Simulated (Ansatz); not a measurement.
Task: a ladder of methods at one geometry of C2H2ClFO, SMILES OC=C(F)Cl, with the Python package of Ansatz (0.2.0). Give the script and its output. Level of theory (for the species named): revPBE, def2-SVP basis, multiplicity 1. The script varies functional: revpbe, r2scan0, b3lyp, blyp, pbe.

| atom | x (Å) | y (Å) | z (Å) |
| --- | --- | --- | --- |
| O | 0.4012 | 1.3301 | 0.6662 |
| C | 0.5302 | 0.0431 | 0.3651 |
| C | -0.2997 | -0.7116 | -0.4029 |
| F | 0.1235 | -2.0007 | -0.5834 |
| Cl | -1.6866 | -0.0828 | -1.1394 |
| H | -0.4650 | 1.6903 | 0.2112 |
| H | 1.4576 | -0.3364 | 0.8376 |

The script, `c2h2clfo_methods.py`:
```python
from pathlib import Path
import logging
import sys

import ansatz as az
import numpy as np

logging.basicConfig(stream=sys.stdout, format='%(levelname)s %(message)s')
log = logging.getLogger('run')
log.setLevel(logging.INFO)

config = {
    'basis_set': 'def2-SVP',
}

geometry_ang = [
    ('O', (0.4012, 1.3301, 0.6662)),
    ('C', (0.5302, 0.0431, 0.3651)),
    ('C', (-0.2997, -0.7116, -0.4029)),
    ('F', (0.1235, -2.0007, -0.5834)),
    ('Cl', (-1.6866, -0.0828, -1.1394)),
    ('H', (-0.465, 1.6903, 0.2112)),
    ('H', (1.4576, -0.3364, 0.8376)),
]
system = az.Crystal.molecule()
for symbol, xyz in geometry_ang:
    system = system.atom(symbol, xyz)

job = system.calculation().basis(gaussian=config['basis_set'])

log.info('functional    E (Ha)        dipole (D)   HOMO (eV)  LUMO (eV)')
for name in ['revpbe', 'r2scan0', 'b3lyp', 'blyp', 'pbe']:
    report = job.functional(name).forces().orbitals().run(threads=1, runs_dir='runs').report
    lines = Path(report['orbitals_path']).read_text().splitlines()
    field_of = lambda key: [line.split('=')[1].strip() for line in lines if line.startswith(key)]
    orbitals = [(27.211386 * float(e), s, float(n)) for e, s, n in zip(field_of('Ene='), field_of('Spin='), field_of('Occup='))]
    homo = max(e for e, _, n in orbitals if n > 0.5)
    lumo = min(e for e, _, n in orbitals if n < 0.5)
    dipole = 4.803205 * np.linalg.norm(report['charge_distribution']['dipole_moment_e_ang'])
    log.info(f'{name:10s} {report["free_energy_ev"] / 27.211386246:14.6f} {dipole:9.3f} {homo:11.3f} {lumo:10.3f}')
```

Output of `python c2h2clfo_methods.py`:
```text
INFO functional    E (Ha)        dipole (D)   HOMO (eV)  LUMO (eV)
INFO revpbe        -712.135906     1.304      -4.972     -0.209
INFO r2scan0       -712.095999     1.396      -6.626      0.667
INFO b3lyp         -712.303420     1.389      -6.112      0.432
INFO blyp          -712.239698     1.350      -4.823     -0.105
INFO pbe           -711.843566     1.326      -5.016     -0.277
```

Caveats:
- Total energies depend on the basis set; only differences at equal settings carry meaning.
- The geometry is a force-field or estimated start, not a minimum of this method, and the basis set is short of its limit. A lower total doesn't mark the better method: functionals have no common bound, and MP2 and coupled cluster aren't variational.
- b3lyp holds the VWN-RPA fit, as in Gaussian; the form of ORCA and Turbomole is b3lyp5.
- Levels such as HOMO and LUMO are orbital energies: with these approximate functionals they aren't the ionisation energy and electron affinity, and their gap isn't the fundamental gap.
- Wall time of the script: 16 s on 1 thread of Arm Neoverse V1 (shared host), peak memory 0.24 GiB.
